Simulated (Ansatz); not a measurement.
# CHAlO (quintet): the correlation ladder, def2-QZVPP

The task here is to estimate one member of a computed series from the others.

Computed with Ansatz 0.2.0, Gaussian basis. Level: def2-QZVPP, core rule «outside noble gas», up to 7 orbitals frozen.

To be run: UHF; ROHF; CCSD(T) on UHF.

2 further runs of the same task are left out: 2 set aside as unsound or not needed.

## The system

The geometry is a PBE0/def2-TZVP stationary point (not a proven minimum) of the parent state, kept for this charge and spin.

4 atoms, charge 0, spin multiplicity 5.

Atoms are counted from 1 here; the program's logs count them from 0.

Bond lengths: Al1–C2 1.926 Å, Al1–H4 1.582 Å, C2–O3 1.150 Å. Angles: C2–Al1–H4 114.0°, Al1–C2–O3 172.0°.

Set-up of the first run:

Contents of in.yaml:

```yaml
crystal:
  periodic: [false, false, false]
  atoms:
    - {symbol: Al, position_ang: [0.000000, -0.106146, 1.272497]}
    - {symbol: C, position_ang: [0.000000, 0.083663, -0.643702]}
    - {symbol: O, position_ang: [0.000000, 0.036255, -1.792225]}
    - {symbol: H, position_ang: [0.000000, 1.269000, 2.055591]}
basis:
  gaussian: {orbitals: "def2-QZVPP.json"}
magnetization: {spin_polarized: true, initial_magnetization: 4}
hamiltonian: {xc: hf}
output: {orbitals: {seedname: orbitals}}
```

Started as:

```console
ansatz run in.yaml --threads 1 --pin off --events-out ev --progress --plain --max-ram 2393MiB
```

Among the steps run: UHF; ROHF; CCSD(T) on UHF.

One of the session's tables, all rows but one given; the rest of the session is left out.

```
  method  from UCCSD(T) (meV)
    ROHF             +12366.3
     UHF             +12239.5
    UMP2                    ?
   UCCSD               +616.2
UCCSD(T)                    0
```

Q: Estimate the row for UMP2 from the others.

As computed: from UCCSD(T) (meV): +860.7. In the column «from UCCSD(T) (meV)» it lies between UCCSD (+616.2) and UHF (+12239.5).
